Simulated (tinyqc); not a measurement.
Worked calculation: CIS on RHF in the sto-3g basis, frozen core, for OH-, spin multiplicity 1. The basis has no diffuse functions, so it cannot describe the extra electron: this is an exercise in the method, not the real anion. One step of it, computed by the program tinyqc.

Question. CIS matrix, singlets. A(ia,jb) = (e_a - e_i) d_ij d_ab + 2 (ia|jb) - (ij|ab).

orbital energies (hartree): MO1 -19.357176, MO2 -0.606428, MO3 0.074755, MO4 0.259761, MO5 0.259761, MO6 1.313103

Two-electron integrals over orbitals (pq|rs), unique and non-zero (hartree); the lowest 1 orbital is frozen and left out:
```
(22|22) 0.729293    (32|22) 0.002980    (32|32) 0.149638    (33|22) 0.655549
(33|32) 0.047236    (33|33) 0.692463    (42|42) 0.141946    (43|42) 0.055992
(43|43) 0.053359    (44|22) 0.741854    (44|32) 0.096423    (44|33) 0.669534
(44|44) 0.880159    (52|52) 0.141946    (53|52) 0.055992    (53|53) 0.053359
(54|54) 0.047444    (55|22) 0.741854    (55|32) 0.096423    (55|33) 0.669534
(55|44) 0.785270    (55|55) 0.880159    (62|22) -0.116871   (62|32) 0.007259
(62|33) -0.021149   (62|44) -0.130029   (62|55) -0.130029   (62|62) 0.110438
(63|22) 0.075224    (63|32) 0.114778    (63|33) 0.081722    (63|44) 0.137190
(63|55) 0.137190    (63|62) -0.048014   (63|63) 0.146352    (64|42) -0.046087
(64|43) 0.003896    (64|64) 0.039086    (65|52) -0.046087   (65|53) 0.003896
(65|65) 0.039086    (66|22) 0.691517    (66|32) -0.044360   (66|33) 0.648737
(66|44) 0.664873    (66|55) 0.664873    (66|62) -0.088006   (66|63) 0.027186
(66|66) 0.727451
```

Give: CIS matrix A, singlet.

Answer.

CIS matrix A, singlet (hartree), order 2>6, 3>6, 4>6, 5>6:
$$\begin{pmatrix}
1.4489 & -0.0517 & 0.0000 & 0.0000 \\
-0.0517 & 0.8823 & 0.0000 & 0.0000 \\
0.0000 & 0.0000 & 0.4666 & 0.0000 \\
0.0000 & 0.0000 & 0.0000 & 0.4666
\end{pmatrix}$$
